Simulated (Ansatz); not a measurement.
Elastic constant C11 of 1T (CdI2-type) SnS2 at several levels of theory

No measured value is used here.

| level (code) | value (GPa) | cell (Å³/atom) |
|---|---|---|
| LDA (Ansatz) | 134 | 21.70 |
| PBE (Ansatz) | 99.1 | 27.63 |
| PBEsol (Ansatz) | (withheld) | 23.35 |
| PBE-D3(BJ) (Ansatz) | 126 | 22.57 |
| PBE-D4 (Ansatz) | 127 | 22.54 |

**Question.** Fill in the missing entries.

**Answer.** 
- PBEsol (Ansatz, a first-principles code), value (GPa): 122

LDA: LDA has no dispersion term either, though it tends to give short spacings of layers, chains or molecules. PBE, PBEsol: the cell comes from a level without a dispersion term, which matters for the spacing of layers, chains or molecules. PBE-D3(BJ), PBE-D4: the dispersion coefficients are held fixed in the derivatives. Each level is taken at its own relaxed cell. Ansatz's density-functional and Hartree–Fock values are scalar-relativistic unless marked +SOC, with PAW data made under PBE.
